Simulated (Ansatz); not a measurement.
Two structures of CH$_{6}$N, doublet, reached by relaxing down either side of one saddle point (PBE0-D4/def2-TZVP). Energies are electronic, without zero-point energy. Ansatz 0.2.0; basis: def2-TZVPP and def2-QZVPP; cores frozen in the correlated methods; orbitals are unrestricted. Extrapolation: Hartree–Fock as exp(−7.88 √X), correlation as X^−2.97. First:

H1  (-0.594, -0.361, -0.572)
N2  (-1.172, -0.348, -1.406)
C3  (1.019, 0.104, 1.359)
H4  (-1.791, 0.450, -1.322)
H5  (-0.557, -0.162, -2.189)
H6  (0.182, 0.194, 2.037)
H7  (1.471, 0.991, 0.940)
H8  (1.444, -0.868, 1.154)
(Å)

Second:

H1  (0.055, -0.556, 0.413)
N2  (-1.354, -0.289, -1.706)
C3  (0.753, -0.065, 1.093)
H4  (-1.811, 0.588, -1.432)
H5  (-0.603, 0.025, -2.332)
H6  (0.231, 0.222, 2.006)
H7  (1.166, 0.826, 0.619)
H8  (1.563, -0.751, 1.339)
(Å)

(1) Which bonds change from the first to the second?

(2) Give the saddle point's structure and its height above each. (Judge from chemistry; the value comes from the calculation.)

T1 diagnostic: at most 0.016. ⟨S²⟩ of the unrestricted Hartree–Fock references: 0.76 to 0.79 (a pure state has 0.75).

## Answers

(1) CH₃ + NH₃ → CH₄ + NH₂; bonds formed: H1–C3; bonds broken: H1–N2.

(2) By the calculation: 74.7 kJ/mol above the first and 60.7 kJ/mol above the second (CCSD(T) at an estimated basis limit (MP2 extrapolated from triple and quadruple zeta, plus CCSD(T) − MP2 in triple zeta)).
```
atom    x (Å)    y (Å)    z (Å)
  H1  -0.2067  -0.2790  -0.1103
  N2  -0.9697  -0.3530  -1.1244
  C3   0.6241   0.0208   0.8585
  H4  -1.5364   0.4870  -0.9873
  H5  -0.3150  -0.0906  -1.8650
  H6  -0.0181   0.1708   1.7231
  H7   1.1753   0.9119   0.5716
  H8   1.2465  -0.8677   0.9338
```

For scale, one of the runs: CCSD(T)/def2-TZVPP, 146 basis functions, launched by `ansatz run in.yaml --threads 2 --pin off --events-out ev --progress --plain --max-ram 4352MiB`. The run took 31 s on 2 CPU threads of an Arm Neoverse V2 (shared host), with 2.1 GiB of host memory at its peak.
